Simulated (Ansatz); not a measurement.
**H2O2 (singlet): from Hartree-Fock to the top rungs, cc-pVDZ**

Aim: climb from Hartree-Fock through coupled cluster and multireference methods for H2O2 (singlet) at one geometry and basis, and see what each rung misses.

Method: cc-pVDZ, core rule «outside noble gas», up to 2 orbitals frozen; program: Ansatz 0.2.0, Gaussian basis.

To be run: UHF; CCSD(T) on RHF; BCCD(T) on RHF; CISD; CCSDT(Q) on RHF; CCSDTQ on RHF; CASSCF and MRCISD+Q, 14 electrons in 10 orbitals; CASSCF and NEVPT2, 14 electrons in 10 orbitals.

3 further runs of the same task are left out: 3 set aside as unsound or not needed.

## (1) What is computed

The geometry is a PBE0/def2-TZVP stationary point (not a proven minimum).

4 atoms, charge 0, spin multiplicity 1.

Atoms are counted from 1 here; the program's logs count them from 0.

Bond lengths: O1–O2 1.437 Å, O1–H3 0.963 Å, O2–H4 0.963 Å. Angles: O2–O1–H3 99.3°, O1–O2–H4 99.3°.

## (2) UHF

in.yaml

```yaml
crystal:
  periodic: [false, false, false]
  atoms:
    - {symbol: O, position_ang: [0.000000, -0.140858, 0.704556]}
    - {symbol: O, position_ang: [0.000000, 0.140858, -0.704556]}
    - {symbol: H, position_ang: [0.000000, 0.760781, 1.043581]}
    - {symbol: H, position_ang: [0.000000, -0.760781, -1.043581]}
basis:
  gaussian: {orbitals: cc-pVDZ}
magnetization: {spin_polarized: true, initial_magnetization: 0}
hamiltonian: {xc: hf}
output: {orbitals: {seedname: orbitals}}
```

The run is started by

```
$ ansatz run in.yaml --threads 1 --pin off --events-out ev --progress --plain --max-ram 2816MiB --backend cpu
```

After this run come: CCSD(T) on RHF; BCCD(T) on RHF; CISD; CCSDT(Q) on RHF; CCSDTQ on RHF; CASSCF and MRCISD+Q, 14 electrons in 10 orbitals; CASSCF and NEVPT2, 14 electrons in 10 orbitals.

Q: Predict the results of all the runs planned. Wanted: RCCSDTQ below the RHF energy; RMP2 from RCCSDTQ; RCCSD from RCCSDTQ; RCCSD(T) from RCCSDTQ; RCCSDT(Q) from RCCSDTQ; NEVPT2 valence from RCCSDTQ; MRCISD+Q valence from RCCSDTQ; T1 diagnostic; effectively unpaired electrons.

The runs gave:

| quantity | value |
| --- | --- |
| RCCSDTQ below the RHF energy | -11.1409 eV |
| RMP2 from RCCSDTQ | +15.42 kcal/mol |
| RCCSD from RCCSDTQ | +6.57 kcal/mol |
| RCCSD(T) from RCCSDTQ | +0.96 kcal/mol |
| RCCSDT(Q) from RCCSDTQ | -0.08 kcal/mol |
| NEVPT2 valence from RCCSDTQ | +25.42 kcal/mol |
| MRCISD+Q valence from RCCSDTQ | +1.26 kcal/mol |
| levels within 1 kcal/mol (43 meV) | RCCSD(T), BCCD(T), RCCSDT, RCCSDT(Q) |
| T1 diagnostic | 0.009 |
| effectively unpaired electrons | 0.04 |

In words: RCCSD(T) lands +0.96 kcal/mol from the yardstick (0.4 % of the correlation energy). One determinant dominates. Of the multireference levels listed MRCISD+Q valence comes nearest in total energy (+1.26 kcal/mol), which doesn't show that its space is the better one. These misses are within one basis, not against nature.
